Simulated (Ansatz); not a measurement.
Compare A (`CC(C)(F)S`) with its isomer B (`FCCCS`).

Computed with Ansatz on PBE0-D4/def2-TZVP structures; ΔE is electronic, products minus reactants. CCSD(T)/CBS is the MP2 limit (def2-TZVPP, def2-QZVPP) plus CCSD(T) − MP2 in def2-TZVPP, frozen cores. DFT in def2-TZVPP. B3LYP here is the variant with VWN-RPA as its local correlation; programs differ in this. Each species was taken in one conformer, which may not be the lowest.

A:

```xyz
12

C     0.3460   -1.2690    0.2173
C    -0.4970   -0.0260    0.0717
C     0.0701    0.9777   -0.9018
F    -1.7451   -0.4122   -0.3955
S    -0.8773    0.7394    1.7021
H     1.3275   -1.0199    0.6238
H     0.4829   -1.7352   -0.7622
H    -0.1403   -1.9770    0.8875
H     1.0379    1.3426   -0.5546
H    -0.6065    1.8254   -1.0053
H     0.2065    0.5039   -1.8776
H     0.3950    1.0504    1.9944
```

B:

```xyz
12

F     0.898   -0.993    1.763
C     1.266   -0.368    0.580
C     0.176   -0.538   -0.446
C    -1.143    0.103   -0.048
S    -1.094    1.908    0.110
H     1.437    0.688    0.804
H     2.200   -0.825    0.242
H     0.529   -0.120   -1.395
H     0.013   -1.609   -0.612
H    -1.935   -0.171   -0.745
H    -1.447   -0.251    0.939
H    -0.900    2.176   -1.192
```

Task: Which is lower in electronic energy at CCSD(T)/CBS, and by how much? (Best estimate.)

Result: The calculation gave: A, by 18.0 kJ/mol.

Task: Give E(B) − E(A) in kJ/mol with B3LYP-D4, B3LYP, MP2/def2-TZVPP, PBE0-D4, CCSD/def2-TZVPP, B2PLYP, CCSD(T)/def2-TZVPP. (Best estimate.)

Result: Ansatz gave: B3LYP-D4 15.8, B3LYP 13.4, MP2/def2-TZVPP 17.8, PBE0-D4 15.0, CCSD/def2-TZVPP 14.5, B2PLYP 15.3, CCSD(T)/def2-TZVPP 16.7. None reverses the order clearly.

Largest T1 diagnostic: 0.011.

In def2-TZVPP, CCSD(T) changes the Hartree–Fock value by +8.3 kJ/mol (the triples alone add +2.2 kJ/mol) and MP2 by +9.4 kJ/mol.
